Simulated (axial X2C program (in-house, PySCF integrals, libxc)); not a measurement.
## Potential curves of BS⁻, two-component

Calculated with an in-house relativistic program for diatomic molecules. Two-component (2c) means X2C with spin–orbit coupling and atomic mean-field two-electron Coulomb and Gaunt terms. Basis: S dyall-av3z [9s8p3d2f], B dyall-av3z [8s7p3d2f] (cores contracted in-house); Gaussian nuclei, density fitting, unrestricted open shells. Masses: S 31.972 u, B 11.009 u.

State: Ω = 0 (closed shell). Energies in cm⁻¹ from the fragments at the same level (S- + B). Fits are polynomials in 1 − R0/R over 0.85 to 1.23 times the lowest point R0.

```json
{"R (Å)": "1.4703", "CCSD(T)": "", "PBE50": "-39354"}
{"R (Å)": "1.5379", "CCSD(T)": "-43649", "PBE50": "-44124"}
{"R (Å)": "1.5886", "CCSD(T)": "-45928", "PBE50": "-46142"}
{"R (Å)": "1.6393", "CCSD(T)": "-47170", "PBE50": "-47135"}
{"R (Å)": "1.6900", "CCSD(T)": "-47598", "PBE50": "-47322"}
{"R (Å)": "1.7491", "CCSD(T)": "-47308", "PBE50": "-46758"}
{"R (Å)": "1.8083", "CCSD(T)": "-46380", "PBE50": "-45560"}
{"R (Å)": "1.8843", "CCSD(T)": "-44531", "PBE50": "-43365"}
{"R (Å)": "1.9773", "CCSD(T)": "", "PBE50": "-40036"}
{"R (Å)": "2.1125", "CCSD(T)": "", "PBE50": "-34565"}
```

Correlated methods: 10 electrons correlated (number of frozen shells: S 2 s, 1 p; B 1 s), 206 virtual spin orbitals or spinors in MP2, 90 natural virtuals in coupled cluster.

The state is a single determinant with fixed occupations, the lowest that a limited PBE0 search found. Closed shells are restricted here (equal orbitals for both partners); the stretched side of such a curve lies too high. Dissociation energies refer to the lowest single-determinant-based atoms at the same level and basis. CCSD and (T) use frozen natural virtuals with an MP2 correction for the truncation; (T) itself is uncorrected, so its De runs slightly low. In 2c an atomic determinant is not the ground J level, so De misses part of the atomic spin–orbit lowering. This holds for PBE50. The functionals have no current-density term, which raises determinants with orbital currents, atoms included. Coupled cluster ran on the points near the minimum only. MP2 and coupled cluster on one determinant become unreliable at the stretched end.

(1) What are Re, ωe and De at the CCSD(T) level?

(2) Fit the PBE50 curve near its minimum: give the equilibrium distance, the harmonic wavenumber and the well depth.

Results:

(1) At CCSD(T), 2c: Re = 1.697 Å, ωe ≈ 988 cm⁻¹, De = 5.90 eV to S- + B; Be follows as 0.715 cm⁻¹.

(2) At PBE50, 2c: Re = 1.678 Å, ωe ≈ 1030 cm⁻¹, De = 5.87 eV to S- + B; Be follows as 0.731 cm⁻¹.
